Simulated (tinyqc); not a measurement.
LCCD on RHF in the sto-6g basis, frozen core, for H2F+, spin multiplicity 1, step by step. One step of it, computed by the program tinyqc.

Question. Orthogonalisation. S = U s U^T; symmetric (Loewdin) form X = U s^(-1/2) U^T, so that X^T S X = 1.

overlap S, order 1F 1s, 1F 2s, 1F 2px, 1F 2py, 1F 2pz, 2H 1s, 3H 1s:
```
[[1.000000, 0.232479, 0.000000, 0.000000, 0.000000, 0.029215, 0.029215],
 [0.232479, 1.000000, 0.000000, 0.000000, 0.000000, 0.309724, 0.309724],
 [0.000000, 0.000000, 1.000000, 0.000000, 0.000000, 0.000000, 0.000000],
 [0.000000, 0.000000, 0.000000, 1.000000, 0.000000, 0.219432, -0.219432],
 [0.000000, 0.000000, 0.000000, 0.000000, 1.000000, 0.142812, 0.142812],
 [0.029215, 0.309724, 0.000000, 0.219432, 0.142812, 1.000000, 0.132764],
 [0.029215, 0.309724, 0.000000, -0.219432, 0.142812, 0.132764, 1.000000]]
```

Give: eigenvalues of S; X.

Answer.

eigenvalues of S: [0.537, 0.616, 0.907, 1.000, 1.085, 1.251, 1.604]

X, order 1F 1s, 1F 2s, 1F 2px, 1F 2py, 1F 2pz, 2H 1s, 3H 1s:
```
[[1.022, -0.129, 0.000, 0.000, -0.004, 0.014, 0.014],
 [-0.129, 1.101, 0.000, 0.000, 0.036, -0.166, -0.166],
 [0.000, 0.000, 1.000, 0.000, 0.000, 0.000, 0.000],
 [0.000, 0.000, 0.000, 1.044, 0.000, -0.131, 0.131],
 [-0.004, 0.036, 0.000, 0.000, 1.016, -0.075, -0.075],
 [0.014, -0.166, 0.000, -0.131, -0.075, 1.074, -0.050],
 [0.014, -0.166, 0.000, 0.131, -0.075, -0.050, 1.074]]
```
